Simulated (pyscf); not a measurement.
# Elimination: `[CH3][N]([CH3])[SiH3]` -> `[CH2]=[N][CH3]` + `[SiH4]`

Gas phase, singlet surface, charge 0. Bonds broken: C1–H5, N2–Si4. Bonds formed: Si4–H5. PySCF, gas phase, ωB97X-D3(BJ)/def2-SVP geometries.

Transition state (Å):

```xyz
13

C      0.7613    -0.0837    -0.1853
N     -0.4678     0.3189     0.0387
C     -1.6336    -0.4787    -0.2922
Si    -0.3895     1.6169     1.3736
H      1.1903     0.7933     1.4760
H      1.5790     0.6087    -0.3723
H      0.9368    -1.1307    -0.4918
H     -1.9374    -0.3359    -1.3421
H     -2.4716    -0.1738     0.3502
H     -1.4220    -1.5496    -0.1307
H     -1.7873     2.1420     1.0144
H     -0.6698     0.8921     2.6487
H      0.3306     2.9384     1.3670
```

One imaginary mode, 1106i cm⁻¹; descent along it reached the two sides named.

| bond | change | reactant side (Å) | saddle | product side |
|---|---|---|---|---|
| C1–H5 | breaks | 1.102 | 1.927 | 3.1 |
| N2–Si4 | breaks | 1.735 | 1.864 | 2.8 |
| Si4–H5 | forms | 2.8 | 1.785 | 1.490 |

Electronic energies relative to the reactant's lowest minimum found (kJ/mol):

| level | barrier | reaction energy | reverse barrier |
|---|---|---|---|
| ωB97X-D3(BJ)/def2-TZVP | 352.6 | +163.0 | 189.6 |
| PBE/def2-TZVP | 305.6 | +137.3 | 168.3 |
| r²SCAN/def2-TZVP | 325.2 | +151.7 | 173.5 |
| B3LYP-D3(BJ)/def2-TZVP | 332.5 | +144.6 | 187.9 |
| PBE0-D3(BJ)/def2-TZVP | 335.3 | +162.4 | 172.9 |
| M06-2X/def2-TZVP | 356.5 | +163.0 | 193.5 |
| ωB97M-D3(BJ)/def2-TZVP | 345.3 | +151.7 | 193.6 |
| HF/def2-TZVP | 396.4 | +127.3 | 269.2 |

With ωB97M-D3(BJ)/def2-TZVP energies and thermal terms (ideal gas, 1 atm, RRHO with modes under 100 cm⁻¹ raised to 100, one conformer, R ln 2 for chiral ones without a mode under 150 cm⁻¹), in kJ/mol:

```json
[
 {"T (K)": "298", "ΔH‡": "327.1", "ΔG‡": "329.5", "ΔH": "+134.1", "ΔG": "+93.2"},
 {"T (K)": "600", "ΔH‡": "327.1", "ΔG‡": "332.1", "ΔH": "+132.5", "ΔG": "+52.2"},
 {"T (K)": "900", "ΔH‡": "327.1", "ΔG‡": "334.6", "ΔH": "+129.5", "ΔG": "+12.7"},
 {"T (K)": "1200", "ΔH‡": "326.5", "ΔG‡": "337.2", "ΔH": "+125.8", "ΔG": "-25.7"}
]
```

H₂C=N–CH₃ lies 38.0 kJ/mol over its isomer H₃C–CH=NH (electronic energy, ωB97M-D3(BJ)/def2-TZVP). One saddle was located; it need not be the lowest between these sides.
